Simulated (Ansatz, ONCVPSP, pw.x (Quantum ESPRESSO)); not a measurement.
**pw.x on bcc N: one setting changed**

Potential: optimised norm-conserving Vanderbilt (ONCV), ONCVPSP 4.0.1.1 (patched build), PBEsol; core [He], reference 2s2 2p3; waves: 2s: rc 0.90 bohr, ncon 4, nbas 7, qcut 8.8 1/bohr, 2 projectors, debl 3.3 Ha; 2p: rc 2.10 bohr, ncon 4, nbas 9, qcut 6 1/bohr, 1 projector; d scattering state at 0.11 Ha: rc 1.55 bohr, ncon 4, nbas 8, qcut 5.5 1/bohr, 2 projectors, debl 1.2 Ha; local part: polynomial inside 0.68 bohr (lpopt 5, dvloc0 4 Ha); core correction: Teter function, fcfact 1.75, rcfact 1.15.

The reference run (k-mesh 18³, cutoffs 95/380 Ry, Fermi–Dirac 0.01 Ry, mixing_beta 0.4, conv_thr 1e-9, no spin) gives 2.35 GPa at 6.897 Å³/atom, where all-electron LAPW gives -0.77 GPa. This run, with its own iteration cap, changes conv_thr to 1e-06.

```
&control
  calculation='scf', prefix='x', pseudo_dir='./', outdir='./tmp', tstress=.true., disk_io='none'
/
&system
  ibrav=0, nat=1, ntyp=1, ecutwfc=95, ecutrho=380, nbnd=9,
  occupations='smearing', smearing='fd', degauss=0.01
/
&electrons
  conv_thr=1e-06, mixing_beta=0.4, electron_maxstep=60
/
ATOMIC_SPECIES
N 1.0 N.UPF
CELL_PARAMETERS angstrom
  -1.19913132 1.19913132 1.19913132
  1.19913132 -1.19913132 1.19913132
  1.19913132 1.19913132 -1.19913132
ATOMIC_POSITIONS crystal
N 0.0000 0.0000 0.0000
K_POINTS automatic
18 18 18 0 0 0
```

```bash
pw.x < N.scf.in > N.scf.out
```

**Question.** How does the run end?

**Answer.** It converges in 4 iterations; the free energy moves by +0.0 meV/atom and the pressure by -0.01 GPa. The result is that of the reference run.

```
Message from routine setup:
     using ibrav=0 with symmetry is DISCOURAGED, use correct ibrav instead
     lattice parameter (alat)  =       3.9249  a.u.
     unit-cell volume          =      46.5433 (a.u.)^3
     number of electrons       =         5.00
     number of Kohn-Sham states=            9
     kinetic-energy cutoff     =      95.0000  Ry
     charge density cutoff     =     380.0000  Ry
     scf convergence threshold =      1.0E-06
     Exchange-correlation= PBESOL
     number of k points=   195  Fermi-Dirac smearing, width (Ry)=  0.0100
     iteration #  1     ecut=    95.00 Ry     beta= 0.40
     total energy              =     -19.32175734 Ry
     estimated scf accuracy    <       0.00031532 Ry
     iteration #  2     ecut=    95.00 Ry     beta= 0.40
     total energy              =     -19.32180856 Ry
     estimated scf accuracy    <       0.00010940 Ry
     iteration #  3     ecut=    95.00 Ry     beta= 0.40
     total energy              =     -19.32181308 Ry
     estimated scf accuracy    <       0.00000169 Ry
     iteration #  4     ecut=    95.00 Ry     beta= 0.40
     the Fermi energy is     9.9312 ev
!    total energy              =     -19.32181324 Ry
     estimated scf accuracy    <          2.6E-09 Ry
     smearing contrib. (-TS)   =      -0.00231095 Ry
     The total energy is F=E-TS. E is the sum of the following terms:
     one-electron contribution =       4.17011231 Ry
     hartree contribution      =       1.32889338 Ry
     xc contribution           =      -4.74356524 Ry
     ewald contribution        =     -20.07494274 Ry
     convergence has been achieved in   4 iterations
          total   stress  (Ry/bohr**3)                   (kbar)     P=       23.45
     Message from routine punch:
     Nothing written, as per user request (disk_io='none')
```

The run took about 5.3 s on one core of a shared host (Intel(R) Xeon(R) 6975P-C, 192 threads, 378 GiB, load 26).
